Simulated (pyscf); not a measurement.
PySCF, gas phase, ωB97X-D3(BJ)/def2-SVP geometries. Correlated levels are frozen-core, on RHF or UHF. ΔMP2 is the change of the MP2 total energy from the triple- to the quadruple-zeta basis.

Task: How much does it cost (ΔH, 298 K, CCSD(T)/def2-TZVPP + ΔMP2(QZVPP)) to split `[CH2]=[SiH][CH2][CH3]` at its C–Si bond into [H₂C=SiH]• + •H₂C–CH₃?

Result: C–Si to [H₂C=SiH]• + •H₂C–CH₃: 3.69 eV. The radicals are drawn with the spin at the cut bond; how far it spreads was not checked. H₂C=SiH–CH₂–CH₃ lies 0.88 eV over its isomer H₂C=CH–SiH₂–CH₃, and others may lie lower still (electronic energy, ωB97M-D3(BJ)). Other isomers of [H₂C=SiH]•, •H₂C–CH₃ were not searched in full and may lie lower. The CCSD(T) − MP2 part came from Ansatz, without density fitting, on the same reference. An open-shell T1 diagnostic exceeds 0.045. A UHF reference is spin-contaminated (<S²> up to 1.18), which harms MP2 most.
